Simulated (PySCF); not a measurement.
hydrogen cyanide (CHN), SMILES C#N.

Coordinates come from a ωB97X-D3(BJ)/def2-TZVPD optimisation.

Two levels are set side by side: TDDFT-PBE/def2-TZVPD (PySCF) and TDDFT-PBE0/def2-TZVPD (PySCF). Vertical, same geometry. The lowest singlet is HOMO→LUMO 50 %, HOMO−1→LUMO+1 50 % with PBE and HOMO−1→LUMO+1 49 %, HOMO→LUMO 49 % with the other functional; states are paired by order. Differences are taken from unrounded values.

```csv
quantity,TDDFT-PBE
lowest singlet excitation (eV),8.09
lowest triplet excitation (TDA) (eV),6.52
first bright state (f over 0.05) (eV),9.88
its oscillator strength,0.08
```

Question: These are the TDDFT-PBE values. What does TDDFT-PBE0 give? (The exact figures need the calculation; the answer reports its results.)

Answer: 
```tsv
quantity	TDDFT-PBE0	TDDFT-PBE minus TDDFT-PBE0
lowest singlet excitation (eV)	7.88	0.21
lowest triplet excitation (TDA) (eV)	6.29	0.22
first bright state (f over 0.05) (eV)	10.31	-0.43
its oscillator strength	0.09	-0.01
```

Rough cost on one machine, each run with all the roots and properties that it gave: TDDFT-PBE0 against TDDFT-PBE about 2 times.
